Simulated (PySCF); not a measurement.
An excited-state job on propyne, `C#CC`.

Method: TDDFT CAM-B3LYP/def2-SVPD, vertical, gas phase, core orbitals frozen in the response (PySCF 2.14.0, density-fitted response routines). Geometry: GFN2-xTB. The input is one job of a driver script: a line of settings, then coordinates in Å.

Input:
```
{"job": {"kind": "uv", "xc": "CAM-B3LYP", "basis": "def2-SVPD", "nstates": 8, "ntriplets": 3}, "charge": 0, "multiplicity": 1}
C      1.686054    -0.123219    -0.017571
C      0.493225    -0.034674    -0.007613
C     -0.948357     0.071924     0.003933
H      2.731273    -0.206480    -0.026438
H     -1.380156    -0.654681    -0.684068
H     -1.250518     1.073151    -0.302320
H     -1.328188    -0.121116     1.007001
```

Output:
```
coarse grid: 5744 points
cycle   1  E = -116.4529419706  dE =  2.872e-01  |g| = 2.628e-01  |ddm| = 7.499e+00
cycle   2  E = -116.4646526062  dE = -1.171e-02  |g| = 1.760e-01  |ddm| = 1.595e+00
cycle   3  E = -116.4724057929  dE = -7.753e-03  |g| = 4.898e-02  |ddm| = 4.529e-01
cycle   4  E = -116.4728303072  dE = -4.245e-04  |g| = 2.777e-02  |ddm| = 9.635e-02
cycle   5  E = -116.4730208423  dE = -1.905e-04  |g| = 1.977e-03  |ddm| = 8.397e-02
cycle   6  E = -116.4730218242  dE = -9.819e-07  |g| = 7.164e-04  |ddm| = 1.526e-02
final grid: 55112 points
cycle   7  E = -116.4989097061  dE = -1.498e-05  |g| = 1.818e-03  |ddm| = 5.932e-02
cycle   8  E = -116.4989100670  dE = -3.609e-07  |g| = 1.446e-03  |ddm| = 8.456e-03
cycle   9  E = -116.4989105792  dE = -5.122e-07  |g| = 3.713e-04  |ddm| = 2.296e-03
cycle  10  E = -116.4989106100  dE = -3.076e-08  |g| = 1.065e-04  |ddm| = 7.394e-04
cycle  11  E = -116.4989106127  dE = -2.762e-09  |g| = 1.470e-05  |ddm| = 2.321e-04
cycle  12  E = -116.4989106128  dE = -5.767e-11  |g| = 1.839e-06  |ddm| = 3.005e-05
converged SCF energy = -116.4989106128

Static polarisability (au): isotropic 34.866, principal 27.777 27.780 49.041

Singlet excitations
state   eV       nm        f      main configurations
  1   6.7175    184.6   0.00000   H->L+2 0.35, H-1->L+3 0.35, H->L+3 0.12
  2   6.9823    177.6   0.00087   H-1->L+2 0.29, H->L+3 0.29, H-1->L+3 0.18
  3   6.9824    177.6   0.00074   H-1->L+3 0.29, H->L+2 0.29, H->L+3 0.18
  4   7.4077    167.4   0.02020   H->L 0.92
  5   7.4078    167.4   0.02024   H-1->L 0.92
  6   8.4673    146.4   0.02623   H->L+1 0.92
  7   8.4677    146.4   0.02621   H-1->L+1 0.92
  8   9.1952    134.8   0.05749   H->L+4 0.86

Triplet excitations (Tamm-Dancoff, eV): 5.5433 6.0597 6.0597
```

The SCF starts on a coarse grid where the log names one; the energy can jump when the final grid takes over, and dE then counts from the start density on the new grid. H and L stand for HOMO and LUMO; the number after each pair is its weight.

Task: Which computed singlet has the largest oscillator strength, and what do all of them sum to?

Result: State 8 at 9.20 eV (135 nm), f = 0.057; the 8 states sum to 0.152.

Task: Give the mean polarisability as a volume in Å³, and the ratio of the largest to the smallest principal value.

Result: 34.866 au × 0.148185 = 5.17 Å³; 49.041/27.777 = 1.77.

Summary of the converged run: HOMO -9.13 eV, LUMO 1.38 eV; lowest singlet 6.72 eV; lowest triplet 5.54 eV (Tamm–Dancoff); mean polarisability 34.9 au.

Task: How long does this job take on an x86-64 server with one thread, on a shared host?

Result: About 2.5 s.
Labels such as C1 count atoms from 1, the log's own numbers from 0.
